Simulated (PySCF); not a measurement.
**Converging NO⁺ in the basis (MP2)**

PySCF, RHF reference; singlet, unpaired electrons none; De to N + O⁺ without counterpoise correction. Frozen cores follow the default of each basis and core potential.

```
      basis     relativity  functions  Re (Å)  ωe (cm⁻¹)  De (eV)  frozen orbitals
 6-31G(d,p)  no relativity         28   1.104       2115    10.34                2
aug-cc-pVDZ  no relativity         46   1.096       2125    10.53                2
    pcseg-2  no relativity         60   1.082       2155    11.08                2
def2-TZVPPD  no relativity         77   1.081       2164    11.10                2
```

Question: How does each smaller set differ from the one with most functions, def2-TZVPPD?

Answer: 6-31G(d,p): +2.3 pm, -2.3 % in ωe, -0.76 eV in De; aug-cc-pVDZ: +1.5 pm, -1.8 % in ωe, -0.57 eV in De; pcseg-2: +0.1 pm, -0.4 % in ωe, -0.02 eV in De. All at MP2; the set with most functions is neither the basis-set limit nor always the best.

Measured (Huber and Herzberg, Constants of Diatomic Molecules (1979)): Re = 1.06322 Å, ωe = 2376.42 cm⁻¹. Correlated steps freeze 2 core orbitals. Correlated levels converge slowly with the basis: in double zeta they bind strong bonds too weakly, by up to about 1 eV, and carry superposition errors of some tenths. For an ion De counts to the pair picked by the measured ionisation energies or electron affinities, which need not be the lowest pair at this level. Where the molecule has an RHF reference, its open-shell atoms are computed with UHF.
